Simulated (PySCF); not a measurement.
# C3H9N (isopropylamine): the cost of one run

Programs: PySCF 2.14.0, with routines of our own; each step states its level. All values are computed. Atoms count from 0.

### 1 The system as given

13 atoms, charge 0, multiplicity 1; geometry from: GFN2-xTB.

### 2 Relaxing the molecule at PBE0-D3(BJ)/def2-TZVP

What the job is given:

```
{"job": {"xc": "PBE0", "basis": "def2-TZVP", "d3": "d3bj", "grid": 2, "kind": "geom"}, "charge": 0, "multiplicity": 1}
C      1.314121    -0.459988     0.014068
C     -0.137240    -0.128076    -0.322815
C     -0.467521     1.311059     0.065053
N     -1.004065    -1.022998     0.433616
H      1.466336    -0.373667     1.086352
H      1.988101     0.221528    -0.498153
H      1.553625    -1.477397    -0.288111
H     -0.275481    -0.236321    -1.417110
H      0.203701     2.003511    -0.436136
H     -1.490285     1.557345    -0.212563
H     -0.363664     1.429811     1.140054
H     -1.978697    -0.834880     0.225572
H     -0.813320    -1.989441     0.192445
```

Command:

```sh
> OMP_NUM_THREADS=1 python excited_run.py task.json out
```

This one command runs all jobs of the session in turn.

**Question.** How long does this first job take on 1 thread of Arm Neoverse V1, shared host, and how much memory does it need?

About 25 s, with a peak of 0.77 GiB.
